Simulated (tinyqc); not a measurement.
Ways to converge the cycle: SCF convergence aids in the sto-3g basis, for CH2, spin multiplicity 3. Computed by the program tinyqc with PySCF. UHF with one setting changed at a time; a run stops when the energy changes by less than 1e-09 hartree and the error matrix is below 1e-5. The start is the core Hamiltonian. Damping d keeps d of the old density; a shift (hartree) raises the virtual levels; DIIS n extrapolates F over n matrices.

Geometry (angstrom):
```
atom       x        y       z
C     0.0000   0.0000  0.0000
H     0.0000   0.9990  0.5360
H     0.0000  -1.0340  0.5550
```

lowest solution found by these runs and by PySCF with stability checks = -38.428010 hartree

Largest element of the error matrix X^T (FDS - SDF) X:
```
iteration    plain  damping 0.3  damping 0.6  shift 0.4   DIIS 3   DIIS 8
1          3.4e-01      3.4e-01      3.4e-01    3.4e-01  3.4e-01  3.4e-01
2          2.7e-02      1.3e-01      2.3e-01    1.6e-01  2.7e-02  2.7e-02
3          9.3e-03      4.3e-02      1.5e-01    4.7e-02  9.3e-03  9.3e-03
4          3.8e-03      1.5e-02      9.5e-02    1.5e-02  2.8e-03  2.8e-03
5          1.7e-03      7.2e-03      5.9e-02    5.6e-03  9.3e-04  9.3e-04
6          1.1e-03      4.2e-03      3.7e-02    2.6e-03  4.1e-04  3.7e-04
8          4.8e-04      1.4e-03      1.5e-02    8.3e-04  2.7e-05  1.0e-05
10         2.2e-04      7.2e-04      6.4e-03    3.7e-04  4.1e-06  7.1e-07
14         4.7e-05      2.5e-04      1.9e-03    9.9e-05        -        -
20               -      5.5e-05      5.2e-04    1.8e-05        -        -
30               -            -      1.2e-04          -        -        -
45               -            -      1.6e-05          -        -        -
```

How each run ends:
```
run          iterations  E (hartree)         state
plain                19    -38.42801  lowest found
damping 0.3          28    -38.42801  lowest found
damping 0.6          49    -38.42801  lowest found
shift 0.4            23    -38.42801  lowest found
DIIS 3               11    -38.42801  lowest found
DIIS 8               10    -38.42801  lowest found
```

What does the comparison show, and why?

6 of 6 runs reach the lowest solution found, in 10 to 49 iterations (fastest: DIIS 8). Plain steps already contract here, so damping only slows them. DIIS 3 and DIIS 8 gain by cancelling the error over several earlier matrices, much as a quasi-Newton step does.
